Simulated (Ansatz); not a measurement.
# BSiH2+ (triplet): wave-function methods side by side, def2-QZVPP

The task here is to estimate one member of a computed series from the others.

Computed with Ansatz 0.2.0, Gaussian basis. Level: def2-QZVPP, core rule «outside noble gas», up to 6 orbitals frozen.

The runs, in order: UHF; ROHF; CCSD(T) on UHF.

2 further runs of the same task are left out: 2 set aside as unsound or not needed.

## The geometry

The geometry is a PBE0/def2-TZVP stationary point (not a proven minimum) of the parent state, kept for this charge and spin.

4 atoms, charge 1, spin multiplicity 3.

Atoms are counted from 1 here; the program's logs count them from 0.

Bond lengths: Si1–B2 1.844 Å, B2–H3 1.322 Å, B2–H4 1.185 Å. Angles: Si1–B2–H3 66.1°, Si1–B2–H4 177.9°, H3–B2–H4 116.0°.

As a file:

```xyz
4
charge 1, multiplicity 3
Si    0.0000   -0.0053    0.5948
B     0.0000   -0.0779   -1.2479
H     0.0000    1.1505   -0.7602
H     0.0000   -0.1670   -2.4296
```

The first run:

The input, in.yaml:

```yaml
crystal:
  periodic: [false, false, false]
  atoms:
    - {symbol: Si, position_ang: [0.000000, -0.005322, 0.594837]}
    - {symbol: B, position_ang: [0.000000, -0.077872, -1.247918]}
    - {symbol: H, position_ang: [0.000000, 1.150544, -0.760155]}
    - {symbol: H, position_ang: [0.000000, -0.167010, -2.429569]}
basis:
  gaussian: {orbitals: "def2-QZVPP.json"}
total_charge: 1
magnetization: {spin_polarized: true, initial_magnetization: 2}
hamiltonian: {xc: hf}
output: {orbitals: {seedname: orbitals}}
```

On the command line:

```
ansatz run in.yaml --threads 1 --pin off --events-out ev --progress --plain --max-ram 4096MiB --backend cpu
```

Steps of the session up to this table: UHF; ROHF; CCSD(T) on UHF.

One table of the session follows, with a row left open; its other results are not shown here.

```
  method  from UCCSD(T) (meV)
    ROHF              +5824.6
     UHF              +5587.5
    UMP2                    ?
   UCCSD               +254.7
UCCSD(T)                    0
```

Q: Estimate the row for UMP2 from the others.

As computed: from UCCSD(T) (meV): +1073.3. In the column «from UCCSD(T) (meV)» it lies between UCCSD (+254.7) and UHF (+5587.5).
